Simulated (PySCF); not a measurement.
Sulfur: highly charged ions in a basis for the neutral atom

S(13+) [He] 2s1, S(14+) 1s2. All numbers are calculated (PySCF 2.14, the non-relativistic Hamiltonian (point nucleus), in pcseg-2 (5s4p2d1f, 34 functions)). No spin-orbit coupling, so a gap to NIST mixes the basis error with missing relativistic terms.

Changed run: basis of the neutral atom used for a highly charged ion. This setting is unsound on purpose.

```json
{"species": "S(13+)", "method": "UHF", "sound run (hartree)": "not run", "changed run (hartree)": "-271.78048", "converged": "yes"}
{"species": "S(13+)", "method": "LDA", "sound run (hartree)": "not run", "changed run (hartree)": "-270.58647", "converged": "yes"}
{"species": "S(13+)", "method": "B3LYP", "sound run (hartree)": "not run", "changed run (hartree)": "-271.75767", "converged": "yes"}
{"species": "S(14+)", "method": "UHF", "sound run (hartree)": "not run", "changed run (hartree)": "-246.10039", "converged": "yes"}
{"species": "S(14+)", "method": "LDA", "sound run (hartree)": "not run", "changed run (hartree)": "-244.95110", "converged": "yes"}
{"species": "S(14+)", "method": "B3LYP", "sound run (hartree)": "not run", "changed run (hartree)": "-246.02702", "converged": "yes"}
```

Ionisation energy of S(13+):

```csv
method,changed run (eV),NIST (eV)
UHF,698.79,706.99
LDA,697.57,706.99
B3LYP,700.17,706.99
```

The contracted functions were made for the neutral atom and can be too rigid for a highly charged ion.
